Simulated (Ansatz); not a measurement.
Write a Python script for Ansatz 0.2.0, Python API that makes a geometry optimisation of C4H6 (charge +1), SMILES [CH2][CH+]C=C. Use: PBE0, def2-SVP basis, multiplicity 2, D4 dispersion.

```yaml
atoms:
  - { symbol: C, position_ang: [1.6133, 0.4247, 0.4041] }
  - { symbol: C, position_ang: [0.8328, -0.3219, -0.6282] }
  - { symbol: C, position_ang: [-0.6351, -0.4524, -0.6002] }
  - { symbol: C, position_ang: [-1.3984, 0.0849, 0.3503] }
  - { symbol: H, position_ang: [1.3082, 1.4918, 0.4189] }
  - { symbol: H, position_ang: [1.4626, -0.0324, 1.4043] }
  - { symbol: H, position_ang: [1.3770, -0.7900, -1.4375] }
  - { symbol: H, position_ang: [-1.1113, -1.0139, -1.3940] }
  - { symbol: H, position_ang: [-2.4721, -0.0465, 0.3153] }
  - { symbol: H, position_ang: [-0.9771, 0.6557, 1.1671] }
```

The script, `opt_c4h6.py`:
```python
"""Relax the C4H6(+) molecule."""

import itertools

import ansatz as az
from ase.data import atomic_numbers, covalent_radii
import numpy as np

params = {
    "basis_set": "def2-SVP",
    "xc": "pbe0",
    "vdw": "d4",
    "net_charge": 1,
}

geometry_ang = [
    ("C", (1.6133, 0.4247, 0.4041)),
    ("C", (0.8328, -0.3219, -0.6282)),
    ("C", (-0.6351, -0.4524, -0.6002)),
    ("C", (-1.3984, 0.0849, 0.3503)),
    ("H", (1.3082, 1.4918, 0.4189)),
    ("H", (1.4626, -0.0324, 1.4043)),
    ("H", (1.377, -0.79, -1.4375)),
    ("H", (-1.1113, -1.0139, -1.394)),
    ("H", (-2.4721, -0.0465, 0.3153)),
    ("H", (-0.9771, 0.6557, 1.1671)),
]
system = az.Crystal.molecule()
for symbol, xyz in geometry_ang:
    system = system.atom(symbol, xyz)

calc = (
    system.calculation()
    .basis(gaussian=params["basis_set"])
    .functional(params["xc"], dispersion=params["vdw"])
    .charge(params["net_charge"])
    .spin("collinear", total=1)
)
symbols = [site.symbol for site in system.cartesian_sites]
start = np.array([site.position_ang for site in system.cartesian_sites], dtype=float)
data = calc.relax(force_tolerance=0.01).run().report
end = np.array(data["positions_ang"])

for key in ("converged", "free_energy_ev", "reference_energy_ev", "n_frozen", "n_occupied", "n_virtual"):
    print(f"{key:22s} {data[key]}")

# pairs closer than 1.2 times the sum of covalent radii, before or after
radius = [covalent_radii[atomic_numbers[s]] for s in symbols]
span = lambda where, i, j: np.linalg.norm(where[i] - where[j])
bonded = [(i, j) for i, j in itertools.combinations(range(len(symbols)), 2) if min(span(start, i, j), span(end, i, j)) < 1.2 * (radius[i] + radius[j])]
print("pair        before    after (A)")
for i, j in bonded:
    print(f"{symbols[i]}{i}-{symbols[j]}{j}".ljust(10), f"{span(start, i, j):8.4f} {span(end, i, j):8.4f}")

charges = data["charge_distribution"]
print("dipole moment", round(4.803205 * float(np.linalg.norm(charges["dipole_moment_e_ang"])), 3), "D")
print("Mulliken:", [(s, round(q, 3)) for s, q in zip(symbols, charges["mulliken_charges_e"])])
with open("c4h6_opt.xyz", "w") as handle:
    handle.write(f"{len(symbols)}\nrelaxed C4H6(+)\n")
    handle.writelines(f"{s:2s} {x:11.6f} {y:11.6f} {z:11.6f}\n" for s, (x, y, z) in zip(symbols, end))
```

```console
$ python opt_c4h6.py
converged              True
free_energy_ev         -4227.553862189553
reference_energy_ev    -4227.441766866216
n_frozen               0
n_occupied             [15, 14]
n_virtual              [71, 72]
pair        before    after (A)
C0-C1        1.4941   1.3867
C0-H4        1.1100   1.0944
C0-H5        1.1100   1.0947
C1-C2        1.4740   1.4153
C1-H6        1.0818   1.0954
C2-C3        1.3322   1.3867
C2-H7        1.0827   1.0954
C3-H8        1.0823   1.0947
C3-H9        1.0819   1.0944
dipole moment 0.599 D
Mulliken: [('C', 0.084), ('C', -0.015), ('C', -0.015), ('C', 0.084), ('H', 0.134), ('H', 0.162), ('H', 0.135), ('H', 0.135), ('H', 0.162), ('H', 0.134)]
```

It writes `c4h6_opt.xyz`:
```text
10
relaxed C4H6(+)
C     1.456896    0.367018    0.488139
C     0.769204   -0.398479   -0.441458
C    -0.638941   -0.461520   -0.569254
C    -1.547697    0.231897    0.215856
H     0.954384    1.004869    1.221813
H     2.551220    0.352027    0.512066
H     1.356173   -1.007057   -1.137876
H    -1.034801   -1.113862   -1.355169
H    -2.622764    0.120079    0.042543
H    -1.243774    0.905029    1.023442
```

Total energies depend on the basis set; only differences at equal settings carry meaning. The end point is the stationary point reached from this start; no frequency run checks that it is a minimum, and the basis set is modest. The run takes the species as open-shell (spin multiplicity 2), which needn't be its ground state. An ion's dipole depends on the origin; the program takes it about the centre of nuclear charge. Total less reference energy is the dispersion correction. The whole script took 69 s on 1 thread of Arm Neoverse V1, on a shared host, peak memory 0.28 GiB.
